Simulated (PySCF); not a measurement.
Problem. What does the PBE0-D3(BJ)/def2-SVP structure of `C=CC(=O)[O-]` look like in three dimensions? (Charge -1.)

Solution. 
```xyz
8
C3H3O2 angstrom
C     -1.0675   -0.4883    0.3909
C      0.1931   -0.0546    0.4626
C      0.9714    0.4995   -0.7495
O      2.1486    0.8234   -0.4902
O      0.3432    0.5549   -1.8249
H     -1.5640   -0.4380   -0.5854
H     -1.6180   -0.8853    1.2532
H      0.7494   -0.0783    1.4103
```

Any rigid rotation of these coordinates is as good. Atoms count from 1 in this order. The C–C distances run from 1.335 Å (C1=C2, drawn double) to 1.543 Å (C2–C3, drawn single), a spread of 0.208 Å. Of the pairs four or more bonds apart, O5···H6 is among the closest relative to their van der Waals radii: 2.48 Å, 91 % of the sum of Bondi's values. C1 (terminal =CH2 carbon) is planar (angles 123.3°, 119.3° and 117.4°, sum 360.0°, 0.00 Å off the plane of its three neighbours). C3 (carboxylate carbon) is planar (angles 130.0°, 116.1° and 113.9°, sum 360.0°, 0.00 Å off the plane of its three neighbours).

Bonds between heavy atoms (Å): C1=C2 1.335, C2–C3 1.543, C3=O4 1.248, C3–O5 1.247.

Method used: PySCF, PBE0-D3(BJ)/def2-SVP geometry optimisation, gas phase.

Point group: Cs (every atom within 0.08 Å of its image). Stationary, but not proved a minimum. The geometry's basis has no diffuse functions, a weakness for an anion. Torsions: C1–C2–C3–O4 -178°.

On one thread, Arm Neoverse V1 (aarch64), shared host, this took 21 s of wall time and 0.34 GiB of memory at its peak. That covers the optimisation of the geometry.

One conformer stands for the species.
